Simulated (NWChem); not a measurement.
**Correlation energy of P**

```xyz
1

P      0.0000     0.0000     0.0000
```
Charge 0, spin multiplicity 4.

Program: NWChem.

Basis set: cc-pVQZ. Each correlation energy counts from its own Hartree-Fock reference.

The correlated methods keep 5 core orbitals frozen. No SCF solution was tested for a lower state. Open-shell Hartree-Fock references start from PBE0 orbitals. Coupled-cluster values serve here as a point of comparison, not as the truth.

Q: One of these methods gave a correlation energy of -104.7 mHa. Which?
A) URI-MP2
B) SCS-UMP2
C) CCSD on UHF
D) CCSD[T] on ROHF

A: C, CCSD on UHF. The others give -110.0 (CCSD[T] on ROHF), -88.9 (URI-MP2), -86.1 (SCS-UMP2).
